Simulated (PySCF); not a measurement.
## Assignment exercise: C$_{6}$H$_{12}$

Bonds (- single, = double, # triple, : aromatic): C1-C2, C2-C3, C3=C4, C4-C5, C5-C6. C1 carries H7, H8, H9; C2 carries H10, H11; C3 carries H12; C4 carries H13; C5 carries H14, H15; C6 carries H16, H17, H18. Stereochemistry as in CC/C=C\CC.

Non-relativistic, fast rotation and ring inversion assumed for equivalent nuclei, no solvent model, a single conformation. J: B3LYP/pcJ-1 (without the spin–dipole term); KT3/pcSseg-1 with gauge-including orbitals; structure optimised with PBE0-D3(BJ)/def2-SVP; PySCF 2.14.

Scale: ¹³C (182.31 ppm), ¹H (31.32 ppm) against TMS (reference shieldings calculated alike).

**Question.** Assign these signals to the numbered atoms. ¹³C{¹H} NMR (computed): δ 128.4 (CH), 25.3 (CH2), 17.5 (CH3).

**Answer.** 
```tsv
δ (ppm)	atoms	environment	reason
128.4	C3/C4	alkene CH	the olefinic region
25.3	C2/C5	allylic sp3 CH2	a saturated carbon with 2 carbon neighbours and no heteroatom attached
17.5	C1/C6	methyl carbon	aliphatic region, no heteroatom directly attached
```

**Question.** Assign these signals to the numbered atoms. ¹H NMR (400 MHz, computed): δ 5.41 (m, 2H), 2.11 (m, 4H), 0.95 (m, 6H).

**Answer.** 
| δ (ppm) | atoms | environment | reason |
| --- | --- | --- | --- |
| 5.41 | H12/H13 | hydrogen on an alkene CH | olefinic region |
| 2.11 | H10/H11/H14/H15 | hydrogen on an allylic sp3 CH2 | allylic position |
| 0.95 | H7/H8/H9/H16/H17/H18 | hydrogen on a methyl carbon | – |

Splittings below 1 Hz are ignored in the labels, and close J values are merged. Couplings among chemically equivalent protons are left out too, so labels in AA′BB′ or AA′XX′ sets are apparent multiplicities. Unscaled 3J(H,H) at this level run about 10 % above measured values. Shifts are as computed, not scaled to solution data. Of 1211 compounds with measured shifts, 218 miss one by over three times the rms of a fit or turn the order of signals round; such compounds aren't used in these exercises. Couplings across =CH–CH2 type bonds come from one rotamer and its mirror image, and can be 1–2 Hz further off.
